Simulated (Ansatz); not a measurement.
A geometry optimisation of CH4Al− with PBE0-D3(BJ)/def2-SVPD

The starting geometry of this gas-phase singlet was optimised with GFN2-xTB.

```xyz
6

C     0.4247   -0.5667    0.0917
Al    0.6480    1.5241    0.2072
H     1.2822   -1.0596   -0.4180
H     0.3520   -1.0746    1.0709
H    -0.4655   -0.9002   -0.4732
H    -1.1318    1.6273    1.1456
```

Question: Predict what becomes of its bonds when it is optimised with PBE0-D3(BJ)/def2-SVPD.

Answer: A new bond forms, giving a structure given below by its coordinates. Contacts that close: Al2–H6 (2.01 → 1.70 Å).

The energy falls by 0.27 eV over 7 steps:

```tsv
step	E − E(last) (eV)
1	0.272
2	0.013
3	0.002
4	0.000
5	0.000
6	0.000
7	0.000
```

Final geometry (Å):

```xyz
6

C     0.4305   -0.5750    0.0863
Al    0.5085    1.4786    0.2722
H     1.2976   -1.0332   -0.4209
H     0.3408   -1.0457    1.0865
H    -0.4801   -0.8742   -0.4717
H    -0.9878    1.5997    1.0718
```

Frequencies at the end are all real (lowest 172 cm⁻¹). Run with Ansatz 0.2.0, 19 s on 1 thread of Intel(R) Xeon(R) Processor @ 2.50GHz (Skylake/Cascade Lake) (shared host).
